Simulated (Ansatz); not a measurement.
Two shapes of singlet CHO(+).

Shape 1:

```xyz
3

H    -0.0401   -0.0069   -1.5971
C    -0.0324   -0.0041   -0.5528
O    -0.0338   -0.0322    0.6073
```

Shape 2:

```xyz
3

H     0.0528   -0.0334   -1.5339
C    -0.0876    0.0969   -0.5438
O     0.0503   -0.1045    0.5751
```

Basis set: aug-cc-pVDZ (spherical functions). Frozen core: 2 orbitals. Charge 1, multiplicity 1.

Computed with Ansatz (development build ahead of 0.2.0); each method stands on the lowest determinant of its kind that the runs found.

Which shape is lower in energy, and by how much in each method?

```tsv
method	E(2) − E(1) (eV)
RHF	0.198
RHF-MP2	0.263
```

Shape 1 is lower.
